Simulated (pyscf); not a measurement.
This saddle point was located with ωB97X-D3(BJ)/def2-SVP in PySCF.

```xyz
8

O     -0.0582     1.3045     1.0812
Ti    -0.1598     0.1984    -0.1855
F      1.3700    -0.5664    -0.5784
F     -1.1098     0.7697    -1.5459
N     -1.2441    -0.8034     1.2010
H     -0.7236     0.4403     1.5820
H     -2.2519    -0.8987     1.0869
H     -0.8637    -1.6429     1.6349
```
Charge 0, spin multiplicity 1.

Surface: singlet, charge 0. Lowest wavenumbers (cm⁻¹): 1646i, 92, 162, 214, 223.

Problem. What reaction is this the transition state of?

Solution. O=Ti(F)–F (SMILES [O]=[Ti]([F])[F]) + NH₃ (SMILES N) <-> H₂N–Ti(OH)(F)–F (SMILES [NH2][Ti]([OH])([F])[F]), an addition across a multiple bond or ene-type step read from left to right: H–N broken and H–O, N–Ti formed. At ωB97M-D3(BJ)/def2-TZVP it lies -10.7 kcal/mol from the left side and +30.8 kcal/mol from the right (each side as separated species at their lowest minima found). On the reactant side the descent ends in an adduct with a N–Ti contact, 44.7 kcal/mol under the separated species and 32.2 kcal/mol under the saddle at ωB97X-D3(BJ)/def2-TZVP. At ωB97M-D3(BJ) the saddle lies under the separated reactants, which points to a path from their complex (located at ωB97X-D3(BJ) alone). What is counted as formed (N–Ti) is already present as a longer contact in the reactant adduct; forming that adduct is a step of its own. At the saddle there is also a short H–Ti contact that neither side keeps. This is the saddle that the search found; another between the same sides may lie lower.
